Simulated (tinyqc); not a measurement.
UHF in the sto-3g basis, for H2O+, spin multiplicity 2, step by step. This run ends on a higher stationary point, not on the lowest solution. One step of it, computed by the program tinyqc.

Problem. Orthogonalisation. S = U s U^T; symmetric (Loewdin) form X = U s^(-1/2) U^T, so that X^T S X = 1.

overlap S, order 1O 1s, 1O 2s, 1O 2px, 1O 2py, 1O 2pz, 2H 1s, 3H 1s:
$$\begin{pmatrix}
1.000000 & 0.236704 & 0.000000 & 0.000000 & 0.000000 & 0.031071 & 0.029728 \\
0.236704 & 1.000000 & 0.000000 & 0.000000 & 0.000000 & 0.336182 & 0.326249 \\
0.000000 & 0.000000 & 1.000000 & 0.000000 & 0.000000 & 0.000000 & 0.000000 \\
0.000000 & 0.000000 & 0.000000 & 1.000000 & 0.000000 & 0.261081 & -0.254932 \\
0.000000 & 0.000000 & 0.000000 & 0.000000 & 1.000000 & 0.160150 & 0.156424 \\
0.031071 & 0.336182 & 0.000000 & 0.261081 & 0.160150 & 1.000000 & 0.110858 \\
0.029728 & 0.326249 & 0.000000 & -0.254932 & 0.156424 & 0.110858 & 1.000000
\end{pmatrix}$$

Give: eigenvalues of S; X.

Solution.

eigenvalues of S: [0.4957, 0.5759, 0.8986, 1.0000, 1.0874, 1.3135, 1.6288]

X, order 1O 1s, 1O 2s, 1O 2px, 1O 2py, 1O 2pz, 2H 1s, 3H 1s:
$$\begin{pmatrix}
1.0233 & -0.1335 & 0.0000 & -0.0002 & -0.0050 & 0.0174 & 0.0169 \\
-0.1335 & 1.1190 & 0.0000 & 0.0025 & 0.0453 & -0.1899 & -0.1821 \\
0.0000 & 0.0000 & 1.0000 & 0.0000 & 0.0000 & 0.0000 & 0.0000 \\
-0.0002 & 0.0025 & 0.0000 & 1.0619 & 0.0010 & -0.1581 & 0.1535 \\
-0.0050 & 0.0453 & 0.0000 & 0.0010 & 1.0211 & -0.0886 & -0.0856 \\
0.0174 & -0.1899 & 0.0000 & -0.1581 & -0.0886 & 1.0942 & -0.0375 \\
0.0169 & -0.1821 & 0.0000 & 0.1535 & -0.0856 & -0.0375 & 1.0885
\end{pmatrix}$$
